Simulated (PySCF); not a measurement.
CH, SMILES [CH] (connectivity only; charge and spin as stated), charge +1, multiplicity 1. Geometry optimised at PBE0-D3(BJ)/def2-TZVPD.

Calculation: PBE0-D3(BJ)/def2-TZVPD in PySCF 2.14.0.

Harmonic wavenumbers (cm⁻¹): 2805. Rotational constants (GHz): 417.8 (linear); symmetry number 1.

### Question
Work out the zero-point energy and the ideal-gas rigid-rotor harmonic-oscillator thermochemistry at 298.15 K and 1 atm.

### Answer
ZPE = ½ Σ hcν = ½ × 2805 cm⁻¹ = 4.01 kcal/mol. H − E(el) = 6.08 kcal/mol. Entropy in cal/(mol K): translation 33.64, rotation 7.35, vibration 0.00, total 40.99. G − E(el) = -6.14 kcal/mol. Cp = 6.96 cal/(mol K).
